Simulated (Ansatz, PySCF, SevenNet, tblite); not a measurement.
# Ladder of methods for the cohesive energy of diamond-structure Si

Reference value: 4.68 ± 0.08 eV/atom (measured, from 0 K enthalpies of formation; zero-point vibration energy (9/8 kB θD) added; as tabulated in Csonka et al. (2009), arXiv:0903.4037).

**Question.** What do GFN1-xTB, SevenNet-0, PBE, HSE06, Hartree–Fock, MP2 give, and how far is each from the reference?

**Answer.** 
```json
[
 {"level (code)": "GFN1-xTB (tblite)", "value (eV/atom)": "5.93", "cell (Å³/atom)": "21.99", "error (eV/atom)": "+1.25"},
 {"level (code)": "SevenNet-0", "value (eV/atom)": "4.09", "cell (Å³/atom)": "20.38", "error (eV/atom)": "-0.59"},
 {"level (code)": "PBE (PySCF)", "value (eV/atom)": "4.49 ± 0.07", "cell (Å³/atom)": "20.59", "error (eV/atom)": "-0.19"},
 {"level (code)": "HSE06 (Ansatz)", "value (eV/atom)": "4.58", "cell (Å³/atom)": "20.12", "error (eV/atom)": "-0.10"},
 {"level (code)": "Hartree–Fock (PySCF)", "value (eV/atom)": "3.11 ± 0.1", "cell (Å³/atom)": "20.87", "error (eV/atom)": "-1.57"},
 {"level (code)": "MP2 (PySCF)", "value (eV/atom)": "5.17 ± 0.1", "cell (Å³/atom)": "19.72", "error (eV/atom)": "+0.49"}
]
```

Leaving aside GFN1-xTB (doubt noted below), SevenNet-0 (doubt noted below): Closest of the ranked levels: HSE06 (-0.10 eV/atom). Farthest off among them: Hartree–Fock (-1.57 eV/atom). Within 0.3 eV/atom: PBE, HSE06.

Free atoms are spin-polarised, in the lowest state found; at levels without +SOC their spin–orbit coupling is left out.  A ± on a computed value is a rough bar: the spread of its extrapolation, a floor set from checks against published values, or a statistical error. GFN1-xTB: the free atoms are run in the same model without spin. GFN1-xTB: the method was fitted mainly to molecules. GFN1-xTB: the run uses a supercell at the zone centre in place of a k mesh. SevenNet-0: free atoms can lie outside what these potentials were trained on. Each level is taken at its own relaxed cell. Ansatz's density-functional and Hartree–Fock values are scalar-relativistic unless marked +SOC, with PAW data made under PBE.

Machine-learned potentials (SevenNet-0) are trained on DFT data: a solid inside that data is no test of them.

Differences are worked out from the printed values.

Ansatz is a quantum-chemistry and plane-wave program.
